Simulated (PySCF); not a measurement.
Species: thioacrolein, C3H4S.
Atom-mapped SMILES: `[CH2:1]=[CH:2][CH:3]=[S:4]` (hydrogens: H5, H6 on C1; H7 on C2; H8 on C3)

The same species was optimised twice, with GFN2-xTB and with PBE0-D3(BJ)/def2-SVP (PySCF), and the same property calculations (PySCF, gas phase) were run on both structures.

| coordinate | GFN2-xTB | PBE0-D3(BJ)/def2-SVP | change |
| --- | --- | --- | --- |
| C2–C3 (Å) | 1.430 | 1.449 | +0.019 |
| C3–H8 (Å) | 1.087 | 1.104 | +0.017 |
| C1–H6 (Å) | 1.078 | 1.095 | +0.017 |
| C1–H5 (Å) | 1.076 | 1.093 | +0.017 |
| C2–H7 (Å) | 1.082 | 1.095 | +0.013 |
| C1=C2 (Å) | 1.336 | 1.344 | +0.008 |
| C3=S4 (Å) | 1.628 | 1.625 | -0.003 |
| C2–C3–H8 (°) | 117.2 | 114.9 | -2.3 |
| C2–C3–S4 (°) | 123.6 | 125.2 | +1.6 |
| S4–C3–H8 (°) | 119.2 | 120.0 | +0.8 |
| C1–C2–C3 (°) | 122.9 | 122.2 | -0.7 |
| H5–C1–H6 (°) | 116.7 | 117.2 | +0.5 |
| C3–C2–H7 (°) | 116.1 | 116.6 | +0.5 |
| C2–C1–H6 (°) | 121.4 | 121.1 | -0.3 |
| C2–C1–H5 (°) | 121.9 | 121.7 | -0.2 |
| C1–C2–C3–S4 (°) | 180 | 180 | 0 |

Rotational constants: A = 46587, B = 2835, C = 2672 MHz (GFN2-xTB) against A = 46222, B = 2789, C = 2630 MHz (PBE0-D3(BJ)/def2-SVP). Point groups within 0.08 Å: Cs and Cs.

On the GFN2-xTB structure: HOMO (eV) -6.54 [PBE0/pcSseg-1]; LUMO (eV) -2.80 [PBE0/pcSseg-1]; dipole (D) 3.01 [PBE0/pcSseg-1]; GIAO shielding of C1 (ppm) 44.6 [PBE0/pcSseg-1]; GIAO shielding of C2 (ppm) 32.7 [PBE0/pcSseg-1]; GIAO shielding of C3 (ppm) -65.9 [PBE0/pcSseg-1]; GIAO shielding of S4 (ppm) -717.3 [PBE0/pcSseg-1].

Problem. What do these properties become on the PBE0-D3(BJ)/def2-SVP structure?

Solution. 
| property | level | on GFN2-xTB | on PBE0-D3(BJ)/def2-SVP | change |
| --- | --- | --- | --- | --- |
| HOMO (eV) | PBE0/pcSseg-1 | -6.54 | -6.56 | -0.02 |
| LUMO (eV) | PBE0/pcSseg-1 | -2.80 | -2.79 | +0.01 |
| dipole (D) | PBE0/pcSseg-1 | 3.01 | 2.98 | -0.03 |
| energy, GFN2-xTB geometry as zero (kcal/mol) | PBE0/pcSseg-1 | 0.0 | -0.3 | -0.3 |
| GIAO shielding of C1 (ppm) | PBE0/pcSseg-1 | 44.6 | 40.4 | -4.2 |
| GIAO shielding of C2 (ppm) | PBE0/pcSseg-1 | 32.7 | 30.2 | -2.5 |
| GIAO shielding of C3 (ppm) | PBE0/pcSseg-1 | -65.9 | -65.6 | +0.3 |
| GIAO shielding of S4 (ppm) | PBE0/pcSseg-1 | -717.3 | -683.7 | +33.6 |

The heavy atoms differ by 0.019 Å rms after alignment. Among all bonds C2–C3 changes most (+0.019 Å). Changes are differences of the printed values. Neither structure is proved a minimum here.

Conformer computed: `[CH2:1]=[CH:2][CH:3]=[S:4]`: C1–C2–C3–S4 180°.
